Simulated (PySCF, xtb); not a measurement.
hydrazine cation (H4N2), SMILES NN (connectivity only; charge and spin as stated), charge +1, multiplicity 2.

Harmonic wavenumbers (cm⁻¹) from GFN2-xTB run with xtb at its own minimum, in rising order: 162, 491, 495, 915, 1185, 1335, 1362, 1489, 3334, 3347, 3377, 3404.

What does ωB97X-D3(BJ)/def2-TZVP (PySCF) give at its own minimum? (Estimate from the structure and the level; the computed values follow.)

51, 448, 573, 1036, 1405, 1459, 1628, 1719, 3535, 3559, 3667, 3684. Paired by order, the mean absolute difference is 181 cm⁻¹ and the zero-point energies are 29.9 and 32.5 kcal/mol.
